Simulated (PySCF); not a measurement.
# CH2O3, a complex of two parts: interaction energy, part 3 of 3

PySCF 2.14.0. Atoms count from 0, parts from 1.

## 8. Coupled-cluster interaction energy: CCSD(T) and MP2, 2.54 Å

What the job is given:

```
{"job": {"kind": "intercc", "basis": "aug-cc-pVDZ", "basis_mid": "aug-cc-pVTZ", "basis_large": "aug-cc-pVQZ"}, "charge": 0, "multiplicity": 1, "parts": [{"atoms": "0-2", "charge": 0, "multiplicity": 1}, {"atoms": "3-5", "charge": 0, "multiplicity": 1}]}
O     -0.190160     0.236015    -0.171295
H     -0.450158    -0.372701     0.524405
H      0.747911     0.083764    -0.309123
O     -1.400838     1.976435    -2.087804
C     -2.081961     1.523424    -1.270366
O     -2.792942     1.088291    -0.467442
```

With the program's defaults for keys left out, this is: CCSD(T)/aug-cc-pVDZ and MP2/aug-cc-pVTZ, aug-cc-pVQZ counterpoise interaction energy, frozen core, gas phase.

Output:

```text
part 1, own basis, geometry of the cluster: E = -76.0604230357 (as before)

part 2, own basis, geometry of the cluster: E = -187.7099065824 (as before)

part 1, own basis, relaxed alone: E = -76.0604054183 (as before)

part 2, own basis, relaxed alone: E = -187.7100286362 (as before)

cluster
final grid: 5584 points
cycle   1  E = -263.7714019019  dE = -2.223e-03  |g| = 2.011e-02  |ddm| = 3.202e-01
cycle   2  E = -263.7715595494  dE = -1.576e-04  |g| = 8.388e-03  |ddm| = 4.732e-02
cycle   3  E = -263.7715803233  dE = -2.077e-05  |g| = 4.475e-03  |ddm| = 1.354e-02
cycle   4  E = -263.7715862591  dE = -5.936e-06  |g| = 8.099e-04  |ddm| = 7.409e-03
cycle   5  E = -263.7715865904  dE = -3.313e-07  |g| = 3.476e-04  |ddm| = 1.748e-03
cycle   6  E = -263.7715866386  dE = -4.814e-08  |g| = 1.661e-04  |ddm| = 6.475e-04
cycle   7  E = -263.7715866489  dE = -1.027e-08  |g| = 4.031e-05  |ddm| = 2.823e-04
cycle   8  E = -263.7715866500  dE = -1.112e-09  |g| = 9.658e-06  |ddm| = 1.136e-04
cycle   9  E = -263.7715866500  dE = -6.128e-11  |g| = 2.665e-06  |ddm| = 2.555e-05
converged SCF energy = -263.7715866500

part 1 in the basis of the cluster
final grid: 5584 points
cycle   1  E = -76.0604812313  dE = -5.768e-05  |g| = 1.631e-03  |ddm| = 2.366e-01
cycle   2  E = -76.0604819988  dE = -7.675e-07  |g| = 2.132e-04  |ddm| = 2.466e-02
cycle   3  E = -76.0604820168  dE = -1.794e-08  |g| = 2.280e-05  |ddm| = 3.304e-03
cycle   4  E = -76.0604820170  dE = -1.941e-10  |g| = 1.222e-05  |ddm| = 1.560e-04
converged SCF energy = -76.0604820170

part 2 in the basis of the cluster
final grid: 5584 points
cycle   1  E = -187.7099827787  dE = -7.568e-05  |g| = 1.574e-03  |ddm| = 1.737e-01
cycle   2  E = -187.7099834916  dE = -7.130e-07  |g| = 1.719e-04  |ddm| = 1.680e-02
cycle   3  E = -187.7099835034  dE = -1.181e-08  |g| = 1.301e-05  |ddm| = 2.193e-03
cycle   4  E = -187.7099835035  dE = -8.549e-11  |g| = 4.114e-06  |ddm| = 1.103e-04
converged SCF energy = -187.7099835035

Interaction energy (kcal/mol)
  counterpoise       -1.914
  uncorrected        -2.322
  dispersion part     0.000
  deformation         0.080
  binding            -1.834

Decomposition of the uncorrected value (kcal/mol)
  electrostatic      -7.453
  Pauli               8.176
  orbital            -1.511
  dispersion          0.000
  correlation        -1.534

Charge of each part in the cluster: 0.009 -0.009
part 1, own basis, geometry of the cluster: E = -76.0657909023 (as before)

part 2, own basis, geometry of the cluster: E = -187.7226210351 (as before)

part 1, own basis, relaxed alone: E = -76.0657738370 (as before)

part 2, own basis, relaxed alone: E = -187.7227432354 (as before)

cluster
final grid: 5584 points
cycle   1  E = -263.7894318022  dE = -2.179e-03  |g| = 2.032e-02  |ddm| = 3.110e-01
cycle   2  E = -263.7895925545  dE = -1.608e-04  |g| = 8.511e-03  |ddm| = 4.382e-02
cycle   3  E = -263.7896137417  dE = -2.119e-05  |g| = 4.531e-03  |ddm| = 1.306e-02
cycle   4  E = -263.7896197956  dE = -6.054e-06  |g| = 8.315e-04  |ddm| = 6.897e-03
cycle   5  E = -263.7896201329  dE = -3.373e-07  |g| = 3.524e-04  |ddm| = 1.682e-03
cycle   6  E = -263.7896201818  dE = -4.890e-08  |g| = 1.706e-04  |ddm| = 6.512e-04
cycle   7  E = -263.7896201925  dE = -1.075e-08  |g| = 4.102e-05  |ddm| = 2.894e-04
cycle   8  E = -263.7896201937  dE = -1.129e-09  |g| = 9.978e-06  |ddm| = 1.127e-04
cycle   9  E = -263.7896201937  dE = -6.389e-11  |g| = 2.381e-06  |ddm| = 2.710e-05
converged SCF energy = -263.7896201937

part 1 in the basis of the cluster
final grid: 5584 points
cycle   1  E = -76.0658125984  dE = -2.102e-05  |g| = 8.984e-04  |ddm| = 2.300e-01
cycle   2  E = -76.0658128265  dE = -2.281e-07  |g| = 1.096e-04  |ddm| = 2.264e-02
cycle   3  E = -76.0658128314  dE = -4.918e-09  |g| = 9.385e-06  |ddm| = 2.913e-03
cycle   4  E = -76.0658128315  dE = -4.619e-11  |g| = 2.699e-06  |ddm| = 1.343e-04
converged SCF energy = -76.0658128315

part 2 in the basis of the cluster
final grid: 5584 points
cycle   1  E = -187.7226494069  dE = -2.781e-05  |g| = 9.789e-04  |ddm| = 1.598e-01
cycle   2  E = -187.7226496830  dE = -2.761e-07  |g| = 1.096e-04  |ddm| = 1.449e-02
cycle   3  E = -187.7226496872  dE = -4.165e-09  |g| = 6.497e-06  |ddm| = 1.685e-03
cycle   4  E = -187.7226496872  dE = -1.941e-11  |g| = 2.144e-06  |ddm| = 5.249e-05
converged SCF energy = -187.7226496872

Interaction energy (kcal/mol)
  counterpoise       -2.107
  uncorrected        -2.321
  dispersion part     0.000
  deformation         0.079
  binding            -2.028

Decomposition of the uncorrected value (kcal/mol)
  electrostatic      -7.496
  Pauli               8.224
  orbital            -1.486
  dispersion          0.000
  correlation        -1.564

Charge of each part in the cluster: 0.009 -0.009
part 1 in the basis of the cluster: E(HF) = -76.041666672  E2 = -0.220022486  E(CCSD corr) = -0.227755288  (T) = -0.005293035
part 2 in the basis of the cluster: E(HF) = -187.663465773  E2 = -0.504778953  E(CCSD corr) = -0.500817822  (T) = -0.020852743
cluster: E(HF) = -263.706229461  E2 = -0.726001993  E(CCSD corr) = -0.729727782  (T) = -0.026401363

Counterpoise interaction energy (kcal/mol)
  hf_small                  -0.688
  mp2_small                 -1.442
  ccsd_small                -1.413
  ccsdt_small               -1.573
  hf_large                  -0.727
  mp2_large                 -2.107
  hf_middle                 -0.704
  mp2_middle                -1.914
  scs_mp2_large             -1.553
  mp2_limit                 -2.232
  ccsdt_less_mp2            -0.132
  ccsdt_limit_estimate      -2.363
  bsse_mp2_large             0.214
```

It took 4.3 min on 1 thread of Arm Neoverse N1, shared host; peak memory 1.8 GiB.

Contacts at this geometry (a selection, picked against the atoms' radii; other short pairs can be missing):

| atoms | distance (Å) | kind (by distance and angle) | angle (°) |
| --- | --- | --- | --- |
| O0···C4 | 2.54 | inside the van der Waals sum | – |

Differences are taken before rounding.

| method | interaction energy (kcal/mol) | from CCSD(T), limit estimate (kcal/mol) |
| --- | --- | --- |
| HF/aug-cc-pVDZ | -0.69 | +1.67 |
| MP2/aug-cc-pVDZ | -1.44 | +0.92 |
| CCSD/aug-cc-pVDZ | -1.41 | +0.95 |
| CCSD(T)/aug-cc-pVDZ | -1.57 | +0.79 |
| HF/aug-cc-pVQZ | -0.73 | +1.64 |
| MP2/aug-cc-pVQZ | -2.11 | +0.26 |
| SCS-MP2/aug-cc-pVQZ | -1.55 | +0.81 |
| MP2, extrapolated | -2.23 | +0.13 |
| CCSD(T), limit estimate | -2.36 | 0 |

These energies keep the parts at their geometry in the cluster; deforming them to it costs 0.08 kcal/mol (MP2).

## 9. Coupled-cluster interaction energy: CCSD(T) and MP2, 4.23 Å

Settings changed since step 8:

```diff
@@ -4,4 +4,4 @@
 H      0.747911     0.083764    -0.309123
-O     -1.400838     1.976435    -2.087804
-C     -2.081961     1.523424    -1.270366
-O     -2.792942     1.088291    -0.467442
+O     -2.662038     2.834707    -2.820518
+C     -3.343162     2.381696    -2.003080
+O     -4.054142     1.946563    -1.200156
```

With the program's defaults for keys left out, this is: CCSD(T)/aug-cc-pVDZ and MP2/aug-cc-pVTZ, aug-cc-pVQZ counterpoise interaction energy, frozen core, gas phase.

Output:

```text
part 1, own basis, geometry of the cluster: E = -76.0604230357 (as before)

part 2, own basis, geometry of the cluster: E = -187.7099065824 (as before)

part 1, own basis, relaxed alone: E = -76.0604054183 (as before)

part 2, own basis, relaxed alone: E = -187.7100286362 (as before)

cluster
final grid: 5584 points
cycle   1  E = -263.7715337563  dE = -6.560e-05  |g| = 4.024e-03  |ddm| = 9.954e-02
cycle   2  E = -263.7715374664  dE = -3.710e-06  |g| = 1.953e-03  |ddm| = 1.206e-02
cycle   3  E = -263.7715381947  dE = -7.283e-07  |g| = 6.390e-04  |ddm| = 2.735e-03
cycle   4  E = -263.7715383201  dE = -1.254e-07  |g| = 1.572e-04  |ddm| = 1.330e-03
cycle   5  E = -263.7715383319  dE = -1.179e-08  |g| = 6.710e-05  |ddm| = 4.045e-04
cycle   6  E = -263.7715383330  dE = -1.123e-09  |g| = 2.139e-05  |ddm| = 9.203e-05
cycle   7  E = -263.7715383332  dE = -2.210e-10  |g| = 5.607e-06  |ddm| = 5.224e-05
converged SCF energy = -263.7715383332

part 1 in the basis of the cluster
final grid: 5584 points
cycle   1  E = -76.0604275346  dE = -4.437e-06  |g| = 3.796e-04  |ddm| = 4.812e-02
cycle   2  E = -76.0604276066  dE = -7.197e-08  |g| = 5.536e-05  |ddm| = 5.880e-03
cycle   3  E = -76.0604276084  dE = -1.801e-09  |g| = 4.838e-06  |ddm| = 9.902e-04
cycle   4  E = -76.0604276084  dE = -8.043e-12  |g| = 2.574e-06  |ddm| = 4.282e-05
converged SCF energy = -76.0604276084

part 2 in the basis of the cluster
final grid: 5584 points
cycle   1  E = -187.7099163016  dE = -9.674e-06  |g| = 4.768e-04  |ddm| = 8.503e-02
cycle   2  E = -187.7099164016  dE = -1.001e-07  |g| = 5.426e-05  |ddm| = 6.996e-03
cycle   3  E = -187.7099164032  dE = -1.561e-09  |g| = 3.869e-06  |ddm| = 8.012e-04
cycle   4  E = -187.7099164032  dE = -6.168e-12  |g| = 2.164e-06  |ddm| = 2.740e-05
converged SCF energy = -187.7099164032

Interaction energy (kcal/mol)
  counterpoise       -0.726
  uncorrected        -0.770
  dispersion part     0.000
  deformation         0.080
  binding            -0.646

Decomposition of the uncorrected value (kcal/mol)
  electrostatic      -0.730
  Pauli               0.015
  orbital            -0.044
  dispersion          0.000
  correlation        -0.012

Charge of each part in the cluster: 0.000 -0.000
part 1, own basis, geometry of the cluster: E = -76.0657909023 (as before)

part 2, own basis, geometry of the cluster: E = -187.7226210351 (as before)

part 1, own basis, relaxed alone: E = -76.0657738370 (as before)

part 2, own basis, relaxed alone: E = -187.7227432354 (as before)

cluster
final grid: 5584 points
cycle   1  E = -263.7896054971  dE = -5.903e-05  |g| = 4.068e-03  |ddm| = 1.042e-01
cycle   2  E = -263.7896091756  dE = -3.679e-06  |g| = 1.983e-03  |ddm| = 1.283e-02
cycle   3  E = -263.7896099121  dE = -7.365e-07  |g| = 6.442e-04  |ddm| = 2.700e-03
cycle   4  E = -263.7896100387  dE = -1.266e-07  |g| = 1.635e-04  |ddm| = 1.279e-03
cycle   5  E = -263.7896100512  dE = -1.254e-08  |g| = 6.737e-05  |ddm| = 3.982e-04
cycle   6  E = -263.7896100523  dE = -1.105e-09  |g| = 2.179e-05  |ddm| = 9.193e-05
cycle   7  E = -263.7896100526  dE = -2.271e-10  |g| = 5.639e-06  |ddm| = 5.343e-05
converged SCF energy = -263.7896100526

part 1 in the basis of the cluster
final grid: 5584 points
cycle   1  E = -76.0657935322  dE = -2.532e-06  |g| = 2.665e-04  |ddm| = 6.283e-02
cycle   2  E = -76.0657935666  dE = -3.438e-08  |g| = 3.561e-05  |ddm| = 6.044e-03
cycle   3  E = -76.0657935673  dE = -7.356e-10  |g| = 2.490e-06  |ddm| = 8.536e-04
converged SCF energy = -76.0657935673

part 2 in the basis of the cluster
final grid: 5584 points
cycle   1  E = -187.7226267324  dE = -5.649e-06  |g| = 4.177e-04  |ddm| = 8.336e-02
cycle   2  E = -187.7226268020  dE = -6.963e-08  |g| = 5.180e-05  |ddm| = 8.419e-03
cycle   3  E = -187.7226268032  dE = -1.245e-09  |g| = 3.049e-06  |ddm| = 1.108e-03
cycle   4  E = -187.7226268033  dE = -4.832e-12  |g| = 9.909e-07  |ddm| = 3.789e-05
converged SCF energy = -187.7226268033

Interaction energy (kcal/mol)
  counterpoise       -0.731
  uncorrected        -0.755
  dispersion part     0.000
  deformation         0.079
  binding            -0.652

Decomposition of the uncorrected value (kcal/mol)
  electrostatic      -0.727
  Pauli               0.015
  orbital            -0.040
  dispersion          0.000
  correlation        -0.003

Charge of each part in the cluster: 0.000 -0.000
part 1 in the basis of the cluster: E(HF) = -76.041294832  E2 = -0.219575950  E(CCSD corr) = -0.227335721  (T) = -0.005228655
part 2 in the basis of the cluster: E(HF) = -187.663199068  E2 = -0.504362743  E(CCSD corr) = -0.500410052  (T) = -0.020765773
cluster: E(HF) = -263.705713936  E2 = -0.723882846  E(CCSD corr) = -0.727726822  (T) = -0.025994246

Counterpoise interaction energy (kcal/mol)
  hf_small                  -0.766
  mp2_small                 -0.731
  ccsd_small                -0.754
  ccsdt_small               -0.754
  hf_large                  -0.747
  mp2_large                 -0.731
  hf_middle                 -0.749
  mp2_middle                -0.726
  scs_mp2_large             -0.704
  mp2_limit                 -0.736
  ccsdt_less_mp2            -0.023
  ccsdt_limit_estimate      -0.759
  bsse_mp2_large             0.025
```

It took 4.2 min on 1 thread of Arm Neoverse N1, shared host; peak memory 1.6 GiB.

Contacts at this geometry (a selection, picked against the atoms' radii; other short pairs can be missing):

| atoms | distance (Å) | kind (by distance and angle) | angle (°) |
| --- | --- | --- | --- |
| O0···C4 | 4.23 | beyond van der Waals contact | – |

Differences are taken before rounding.

| method | interaction energy (kcal/mol) | from CCSD(T), limit estimate (kcal/mol) |
| --- | --- | --- |
| HF/aug-cc-pVDZ | -0.77 | -0.01 |
| MP2/aug-cc-pVDZ | -0.73 | +0.03 |
| CCSD/aug-cc-pVDZ | -0.75 | +0.01 |
| CCSD(T)/aug-cc-pVDZ | -0.75 | +0.01 |
| HF/aug-cc-pVQZ | -0.75 | +0.01 |
| MP2/aug-cc-pVQZ | -0.73 | +0.03 |
| SCS-MP2/aug-cc-pVQZ | -0.70 | +0.05 |
| MP2, extrapolated | -0.74 | +0.02 |
| CCSD(T), limit estimate | -0.76 | 0 |

These energies keep the parts at their geometry in the cluster; deforming them to it costs 0.08 kcal/mol (MP2).

## 10. Coupled-cluster interaction energy: CCSD(T) and MP2, 5.64 Å

Settings changed since step 9:

```diff
@@ -4,4 +4,4 @@
 H      0.747911     0.083764    -0.309123
-O     -2.662038     2.834707    -2.820518
-C     -3.343162     2.381696    -2.003080
-O     -4.054142     1.946563    -1.200156
+O     -3.713039     3.549934    -3.431113
+C     -4.394162     3.096923    -2.613675
+O     -5.105143     2.661790    -1.810751
```

With the program's defaults for keys left out, this is: CCSD(T)/aug-cc-pVDZ and MP2/aug-cc-pVTZ, aug-cc-pVQZ counterpoise interaction energy, frozen core, gas phase.

Output:

```text
part 1, own basis, geometry of the cluster: E = -76.0604230357 (as before)

part 2, own basis, geometry of the cluster: E = -187.7099065824 (as before)

part 1, own basis, relaxed alone: E = -76.0604054183 (as before)

part 2, own basis, relaxed alone: E = -187.7100286362 (as before)

cluster
final grid: 5584 points
cycle   1  E = -263.7707220433  dE = -1.159e-05  |g| = 1.605e-03  |ddm| = 4.320e-02
cycle   2  E = -263.7707226093  dE = -5.660e-07  |g| = 7.246e-04  |ddm| = 4.550e-03
cycle   3  E = -263.7707227072  dE = -9.791e-08  |g| = 2.512e-04  |ddm| = 9.869e-04
cycle   4  E = -263.7707227242  dE = -1.699e-08  |g| = 6.264e-05  |ddm| = 4.076e-04
cycle   5  E = -263.7707227261  dE = -1.862e-09  |g| = 2.609e-05  |ddm| = 1.457e-04
cycle   6  E = -263.7707227262  dE = -1.604e-10  |g| = 7.769e-06  |ddm| = 3.427e-05
converged SCF energy = -263.7707227262

part 1 in the basis of the cluster
final grid: 5584 points
cycle   1  E = -76.0604238756  dE = -7.953e-07  |g| = 1.478e-04  |ddm| = 2.305e-02
cycle   2  E = -76.0604238895  dE = -1.393e-08  |g| = 2.214e-05  |ddm| = 2.344e-03
cycle   3  E = -76.0604238899  dE = -3.513e-10  |g| = 1.869e-06  |ddm| = 3.602e-04
converged SCF energy = -76.0604238899

part 2 in the basis of the cluster
final grid: 5584 points
cycle   1  E = -187.7099088190  dE = -2.229e-06  |g| = 2.183e-04  |ddm| = 3.542e-02
cycle   2  E = -187.7099088474  dE = -2.843e-08  |g| = 2.746e-05  |ddm| = 3.029e-03
cycle   3  E = -187.7099088479  dE = -5.061e-10  |g| = 1.254e-06  |ddm| = 3.802e-04
converged SCF energy = -187.7099088479

Interaction energy (kcal/mol)
  counterpoise       -0.211
  uncorrected        -0.221
  dispersion part     0.000
  deformation         0.080
  binding            -0.132

Decomposition of the uncorrected value (kcal/mol)
  electrostatic      -0.239
  Pauli               0.000
  orbital            -0.008
  dispersion          0.000
  correlation         0.026

Charge of each part in the cluster: 0.000 -0.000
part 1, own basis, geometry of the cluster: E = -76.0657909023 (as before)

part 2, own basis, geometry of the cluster: E = -187.7226210351 (as before)

part 1, own basis, relaxed alone: E = -76.0657738370 (as before)

part 2, own basis, relaxed alone: E = -187.7227432354 (as before)

cluster
final grid: 5584 points
cycle   1  E = -263.7888008272  dE = -9.931e-06  |g| = 1.624e-03  |ddm| = 5.853e-02
cycle   2  E = -263.7888013792  dE = -5.521e-07  |g| = 7.368e-04  |ddm| = 5.639e-03
cycle   3  E = -263.7888014782  dE = -9.893e-08  |g| = 2.526e-04  |ddm| = 1.001e-03
cycle   4  E = -263.7888014953  dE = -1.711e-08  |g| = 6.576e-05  |ddm| = 4.200e-04
cycle   5  E = -263.7888014973  dE = -1.990e-09  |g| = 2.614e-05  |ddm| = 1.508e-04
cycle   6  E = -263.7888014974  dE = -1.564e-10  |g| = 7.839e-06  |ddm| = 3.420e-05
converged SCF energy = -263.7888014974

part 1 in the basis of the cluster
final grid: 5584 points
cycle   1  E = -76.0657916312  dE = -6.939e-07  |g| = 1.188e-04  |ddm| = 4.610e-02
cycle   2  E = -76.0657916396  dE = -8.333e-09  |g| = 1.523e-05  |ddm| = 4.333e-03
cycle   3  E = -76.0657916397  dE = -1.604e-10  |g| = 1.326e-06  |ddm| = 5.433e-04
converged SCF energy = -76.0657916397

part 2 in the basis of the cluster
final grid: 5584 points
cycle   1  E = -187.7226216465  dE = -6.002e-07  |g| = 9.852e-05  |ddm| = 3.454e-02
cycle   2  E = -187.7226216518  dE = -5.361e-09  |g| = 1.053e-05  |ddm| = 2.401e-03
cycle   3  E = -187.7226216519  dE = -7.211e-11  |g| = 5.067e-07  |ddm| = 2.260e-04
converged SCF energy = -187.7226216519

Interaction energy (kcal/mol)
  counterpoise       -0.212
  uncorrected        -0.219
  dispersion part     0.000
  deformation         0.079
  binding            -0.133

Decomposition of the uncorrected value (kcal/mol)
  electrostatic      -0.238
  Pauli               0.000
  orbital            -0.007
  dispersion          0.000
  correlation         0.026

Charge of each part in the cluster: 0.000 -0.000
part 1 in the basis of the cluster: E(HF) = -76.041270402  E2 = -0.219552411  E(CCSD corr) = -0.227314043  (T) = -0.005224995
part 2 in the basis of the cluster: E(HF) = -187.663187727  E2 = -0.504329990  E(CCSD corr) = -0.500379122  (T) = -0.020759512
cluster: E(HF) = -263.704857973  E2 = -0.723828868  E(CCSD corr) = -0.727656140  (T) = -0.025979140

Counterpoise interaction energy (kcal/mol)
  hf_small                  -0.251
  mp2_small                 -0.217
  ccsd_small                -0.228
  ccsdt_small               -0.224
  hf_large                  -0.244
  mp2_large                 -0.212
  hf_middle                 -0.245
  mp2_middle                -0.211
  scs_mp2_large             -0.209
  mp2_limit                 -0.213
  ccsdt_less_mp2            -0.007
  ccsdt_limit_estimate      -0.220
  bsse_mp2_large             0.007
```

It took 4.1 min on 1 thread of Arm Neoverse N1, shared host; peak memory 1.8 GiB.

Contacts at this geometry (a selection, picked against the atoms' radii; other short pairs can be missing):

| atoms | distance (Å) | kind (by distance and angle) | angle (°) |
| --- | --- | --- | --- |
| O0···C4 | 5.64 | beyond van der Waals contact | – |

| method | interaction energy (kcal/mol) | from CCSD(T), limit estimate (kcal/mol) |
| --- | --- | --- |
| HF/aug-cc-pVDZ | -0.251 | -0.031 |
| MP2/aug-cc-pVDZ | -0.217 | +0.003 |
| CCSD/aug-cc-pVDZ | -0.228 | -0.008 |
| CCSD(T)/aug-cc-pVDZ | -0.224 | -0.004 |
| HF/aug-cc-pVQZ | -0.244 | -0.024 |
| MP2/aug-cc-pVQZ | -0.212 | +0.008 |
| SCS-MP2/aug-cc-pVQZ | -0.209 | +0.011 |
| MP2, extrapolated | -0.213 | +0.007 |
| CCSD(T), limit estimate | -0.220 | 0 |

These energies keep the parts at their geometry in the cluster; deforming them to it costs 0.08 kcal/mol (MP2).

## 11. The curve

Counterpoise interaction energies (kcal/mol):

| O0···C4 (Å) | HF | MP2 limit | CCSD(T) estimate | time |
| --- | --- | --- | --- | --- |
| 2.54 | -0.73 | -2.23 | -2.36 | 4.3 min |
| 2.68 | -1.59 | -2.71 | -2.84 | 4.4 min |
| 2.82 | -1.95 | -2.77 | -2.88 | 4.7 min |
| 2.96 | -2.02 | -2.61 | -2.71 | 4.6 min |
| 3.10 | -1.93 | -2.36 | -2.45 | 4.6 min |
| 3.53 | -1.42 | -1.56 | -1.61 | 4.3 min |
| 4.23 | -0.75 | -0.74 | -0.76 | 4.2 min |
| 5.64 | -0.24 | -0.21 | -0.22 | 4.1 min |

## 12. Summary of results

This closing draws on all 3 parts.

```
                            quantity                  value
                         point group                     C1
rotational constants (main isotopes)  11.55, 4.67, 3.33 GHz
          CCSD(T) estimate at 2.54 Å         -2.36 kcal/mol
          CCSD(T) estimate at 2.68 Å         -2.84 kcal/mol
          CCSD(T) estimate at 2.82 Å         -2.88 kcal/mol
          CCSD(T) estimate at 2.96 Å         -2.71 kcal/mol
          CCSD(T) estimate at 3.10 Å         -2.45 kcal/mol
          CCSD(T) estimate at 3.53 Å         -1.61 kcal/mol
          CCSD(T) estimate at 4.23 Å         -0.76 kcal/mol
          CCSD(T) estimate at 5.64 Å         -0.22 kcal/mol
```

In words: Relaxing lowered the energy by 0.078 eV in 3 steps; the close pair that moved most is O0–H2, from 0.918 to 0.960 Å. No frequency check was run at this level, so the end point may be a saddle. Along the rigid scan the CCSD(T) estimate is lowest at 2.82 Å (-2.88 kcal/mol), where MP2 at the limit misses it by +0.11 and Hartree-Fock by +0.94.
